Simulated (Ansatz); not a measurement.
## Structure relaxation of Si₃As₂

All numbers below come from DFT PBE, scalar-relativistic, plane waves, PAW in Ansatz.

Si₃As₂ was placed on the sites of a reported Ga3Ni2 cell (P-3m1, No. 164), with As in place of Ni, Si in place of Ga, at a guessed volume.

The final relaxation ran on this input, with the default PAW datasets:

```yaml
crystal:
  lattice:
    - [4.5287715518, 0.0, 0.0]
    - [-2.2643857759, 3.9220312118, 0.0]
    - [0.0, 0.0, 5.3477986076]
  atoms:
    - { symbol: Si, position: [0.0, 0.0, 0.0] }
    - { symbol: Si, position: [0.3333333333, 0.6666666667, 0.7762909041] }
    - { symbol: Si, position: [0.6666666667, 0.3333333333, 0.2237090959] }
    - { symbol: As, position: [0.3333333333, 0.6666666667, 0.2552858417] }
    - { symbol: As, position: [0.6666666667, 0.3333333333, 0.7447141583] }
basis:
  ecutwfc: 420
kpoints:
  mp_grid: { grid: [12, 12, 8] }
hamiltonian:
  xc: pbe
scf:
  occupations: { method: gaussian, width: 0.1 }
output:
  forces: true
  stress: true
  eigenvalues: true
relax:
  adjacent_minimum: "off"
  f_tol: 0.01
  max_steps: 80
  cell: { stress_tol: 0.05 }
```

Launched as:

```bash
ansatz run input.yaml --threads 1 --pin off --max-ram 2560MiB --backend cpu --events-out ev --progress --plain --runs-dir out
```

The run took 58 s on 1 thread of Intel(R) Xeon(R) Platinum 8488C (Sapphire Rapids), with other jobs on the host, peak memory 0.58 GiB.

End of the output:

```
SCF converged after 4 iterations
Free energy (F): -11617.567825 eV
Harris-Foulkes:  -11617.567825 eV  (|F-HF|=7.28e-12)
Internal energy: -11617.559825 eV  (E = F + TS)
E sigma→0 (E₀):  -11617.563825 eV
Entropy (-TS):   -0.008000 eV (-1.600 meV/atom)
Fermi energy:    9.512769 eV
--- Per-component energies (eV) ---
  E_band       = -450.900736
  E_kinetic    = 323.131178
  E_local      = -4025.461977  (includes V_loc(G=0)·N_el)
  E_nonlocal   = -1263.775130
  E_hartree    = 2177.570931
  E_xc         = -324.481289
  E_vxc        = -299.201828  (∫ρ·V_xc dr)
  E_paw        = -5206.063741  (= ΣΔE_a)
  E_vpaw       = 459.265223  (= ΣTr[D̂ρ^β])
  E_aug_tail   = 0.000039  (compensation charges beyond the density's cutoff)
  E_ewald      = -3298.479836
  E_smearing   = -0.008000  (= −TS)
  E_closure    =  0.000000  (closes the sum)
  Σ components = -11617.567825   (vs F -11617.567825, Δ=0.00e0)
--- Forces (eV/Å), atoms counted from 1 ---
  atom   1  Si     0.00000000     0.00000000     0.00000000
  atom   2  Si     0.00000000     0.00000000     0.00031297
  atom   3  Si     0.00000000     0.00000000    -0.00031297
  atom   4  As     0.00000000     0.00000000    -0.00046033
  atom   5  As     0.00000000     0.00000000     0.00046033
  max |Σ_I F_I| component: 1.48e-16 eV/Å
--- Stress (GPa, compression-positive) ---
       -0.000357       0.000000       0.000000
        0.000000      -0.000357       0.000000
        0.000000       0.000000      -0.004915
  P = ⅓ Tr σ = -0.0019 GPa (-0.019 kbar)
--- Relaxed structure (3 steps of the walk, 3 accepted, 1 SCFs on fresh bases) ---
  F+E_penalty+E_count = -11617.56782526 eV   max|allowed force component| = 4.603e-4 eV/Å   (the final SCF, on the basis selected at the relaxed cell)
  cell:  # Å, volume = 94.3559 Å³
    - [4.518268, 0.0, 0.0]
    - [-2.259134, 3.912935, 0.000000]
    - [0.0, 0.000000, 5.336965]
  atoms:
    - { symbol: Si, position: [0.000000, 0.000000, 0.000000] }
    - { symbol: Si, position: [0.333333, 0.666667, 0.776817] }
    - { symbol: Si, position: [0.666667, 0.333333, 0.223183] }
    - { symbol: As, position: [0.333333, 0.666667, 0.256344] }
    - { symbol: As, position: [0.666667, 0.333333, 0.743656] }
```

Absolute energies hang on the potentials; compare differences alone.

The result has space group P-3m1 (No. 164). Around Si on Wyckoff site a (1 atom of the primitive cell) lie 6 Si at 2.87 Å and 6 As at 2.95 Å; around Si on Wyckoff site d (2 atoms of the primitive cell) lie 4 As at 2.56–2.61 Å, 1 As at 2.78 Å and 3 Si at 2.87 Å; around As lie 4 Si at 2.56–2.61 Å, 1 Si at 2.78 Å and 3 Si at 2.95 Å.

Against the elements it lies at 0.43 eV/atom. Energies over the elements count from the elements' standard structures at the same level, with no empirical corrections.

For metals, differences of a few meV/atom aren't resolved.

Symmetry constrained the relaxation, so the result can be a saddle point.